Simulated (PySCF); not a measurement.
# AlP: from the state search to spectroscopic constants

One table from this session's results is given with a row withheld; the runs are named, their logs left out.

Program: PySCF 2.14.0. Level of theory: Al STO-3G, P STO-3G, no relativity. These are calculated values, not measurements.

The first run:

A driver script around PySCF takes these settings:

- atoms: Al, P
- charge: 0
- basis: Al STO-3G, P STO-3G
- Hamiltonian: no relativity
- basis functions: 18
- electrons treated: 28
- masses in u: 26.9815, 30.9738
- levels: PBE0, PBE, r²SCAN, r²SCAN0, r²SCANh, M06, ωB97X, HF, MP2, SCS-MP2, CCSD, CCSD(T)
- grid: 80 radial by 434 angular points
- occupations: held fixed by the projection of orbital angular momentum
- dissociation limit: Al + P, each in its ground configuration
- starting distance in angstrom: 2.260
- values of 2S to try: 0, 2, 4

On the command line:

```console
OMP_NUM_THREADS=1 python dia.py task.json out
```

Steps of the session up to this table: The job; The PBE0 curve of the state that the search chose; Other states along the same grid; PBE; r²SCAN (meta-GGA); r²SCAN0 (hybrid meta-GGA); r²SCANh (hybrid meta-GGA); M06 (hybrid meta-GGA); ωB97X; UHF; MP2 and coupled cluster.

One of the session's tables, all rows but one given; the rest of the session is left out.

It belongs to the step «The curves together». Energy (eV) from each level's lowest point:

```
R (Å)    UHF  UHF-MP2  UHF-SCS-MP2  UHF-CCSD  UHF-CCSD(T)
1.974  1.144    1.164        1.196       n/a          n/a
2.066  0.515    0.533        0.556     0.564        0.564
2.157  0.160    0.172        0.187     0.194        0.193
2.226      ?        ?            ?         ?            ?
2.295  0.000    0.000        0.000     0.000        0.000
2.364  0.043    0.035        0.028     0.021        0.022
2.456  0.191    0.174        0.158     0.137        0.138
2.570  0.480    0.460        0.434     0.381        0.384
2.708  0.901    0.923        0.896     0.761        0.767
2.892  1.430    1.590        1.583       n/a          n/a
```

Estimate the missing values for R (Å) = 2.226.

Worked estimate for «UHF». A straight line through the neighbours (2.157, 0.160) and (2.295, 0.000) gives 0.160 + (0.000 − 0.160) × (2.226 − 2.157) / (2.295 − 2.157) = 0.080; a parabola fitted to 4 rows on both sides gives 0.029.

**Answer.** UHF: 0.033; UHF-MP2: 0.040; UHF-SCS-MP2: 0.047; UHF-CCSD: 0.051; UHF-CCSD(T): 0.051. In «UHF» the line misses by +0.047 and the parabola by -0.004.

State 2 has its PBE0 minimum 0.24 eV higher. The other levels ran on the lowest alone.
